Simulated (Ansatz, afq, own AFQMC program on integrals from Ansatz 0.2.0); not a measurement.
Integrals from Ansatz 0.2.0, then the random walk in our own AFQMC program (afq).

```yaml
crystal:
  periodic: [false, false, false]
  atoms:
    - {symbol: F, position_ang: [0.000000, 0.000000, -2.537533]}
    - {symbol: Al, position_ang: [0.000000, 0.000000, -0.906733]}
    - {symbol: S, position_ang: [0.000000, 0.000000, 3.444267]}
basis:
  gaussian: {orbitals: cc-pVDZ}
magnetization: {spin_polarized: false}
correlation: {method: ccsd_t, electrons: outside_noble_gas, hamiltonian_folder: ham}
```

```sh
$ ansatz run in.yaml --threads 1 --pin off --events-out ev --progress --plain --max-ram 1382MiB
```

afq runs on the folder ham with

```
--method phaseless --trial hf --walkers 120 --populations 1 --least-time 40 --time-step 0.005 --steps-per-block 20 --equilibration-blocks 160 --max-blocks 600 --target-error 0.00288 --factor-cut 1e-05 --seed 9970 --taylor-order 6
```

Times are imaginary, in 1/Eh. The walk had a cap of 2058 s.

Log:

```
orbitals 39  electrons 8 8  factors 254 of 503
reference energy -738.83667098 Eh
CCSD correlation -0.37611154 Eh in 19 cycles, weight of the determinant in the CISD state 0.7599
energy of the start -738.836671 Eh
 block  time / (1/Eh)  mean weight  energy / Eh
     1     0.100  1.0043  -738.939014
     2     0.200  1.0040  -739.001472
     3     0.300  1.0020  -739.047736
     4     0.400  1.0041  -739.069920
     5     0.500  1.0005  -739.091682
     9     0.900  0.9984  -739.158443
    58     5.800  0.9980  -739.216571
   134    13.400  1.0011  -739.181221
   210    21.000  1.0028  -739.215464
   286    28.600  0.9991  -739.206302
   362    36.200  0.9992  -739.219027
   438    43.800  1.0003  -739.224573
   514    51.400  0.9996  -739.262457
   590    59.000  0.9992  -739.321406
   666    66.600  1.0021  -739.275092
   742    74.200  1.0040  -739.294137
blocks merged  error / Eh  count
     1  0.001515  600
     2  0.001953  300
     4  0.002405  150
     8  0.002943  75
    16  0.003472  37
    32  0.003518  18
    64  0.003070  9
energy -739.243348 +/- 0.003518 Eh
(rows thinned)
```

The run passed its tests (sampling time, drift between the halves within three errors, error under three times the target), which doesn't prove that it has relaxed.

Against this walk (error 95.7 meV) on the same determinant: CCSD(T) 581.6 meV higher, a separate phaseless walk with a CISD trial and standard settings 389.8 ± 108.1 meV higher. The error is statistical and leaves out the bias of the constraint. None of these is a sure reference here.

Cautions: constraint bias not in the error; error above the target (95.7 against 78.4 meV); higher spins were not checked; restricted determinant unstable towards unrestricted (UHF 1.69 eV lower, ⟨S²⟩ 1.02); strong correlation (T1 0.014, weight of the determinant 0.76, largest double 0.26); the bias of populations of 120 walkers isn't removed.

The walk took 5.4 min on 1 thread of Arm Neoverse N1, on a shared host. The log's last line is the phaseless energy.

A walk keeps the symmetry of its determinant, which the program's search chose and which needn't be the lowest solution, so a lower state of the same spin and another symmetry isn't excluded.
